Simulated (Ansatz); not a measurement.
A made-up structure of CH₂FSi, doublet:

C1  (-0.290, 0.491, -0.295)
Si2  (1.186, -1.557, 0.569)
F3  (0.296, -0.376, 1.228)
H4  (-0.815, 1.443, -0.238)
H5  (-0.377, -0.001, -1.264)
(Å)

It is relaxed with PBE-D4/def2-SVP and then PBE0-D4/def2-TZVP (Ansatz 0.2.0). Atoms count as bonded within 1.22 times the sum of their covalent radii (H–H: 0.88 Å). The end point is not checked to be a true minimum.

(1) Does its bonding change? (Judge from chemistry; the calculation decides.)

## Answers

(1) Computed: Yes. Formed: C1–Si2; broken: none.

Where it ends: The first stage lowers the energy by 5.26 eV in 18 steps. It ends as CH₂FSi ([CH2][Si][F]):
```
5
angstrom
C -0.2647 0.2239 -0.5402
Si 0.7760 -0.9958 0.3789
F 0.4537 -0.5643 1.9059
H -0.5529 1.1914 -0.1281
H -0.4121 0.1447 -1.6165
```

Labels in which every atom is bracketed show which atoms are joined, not bond orders.

For scale, one of the runs: PBE0-D4/def2-TZVP relaxation, 111 basis functions, launched by `ansatz run in.yaml --threads 2 --pin off --events-out ev --progress --plain --max-ram 4352MiB`. The run took about 25 s on 2 CPU threads of an Arm Neoverse V2 (shared host).
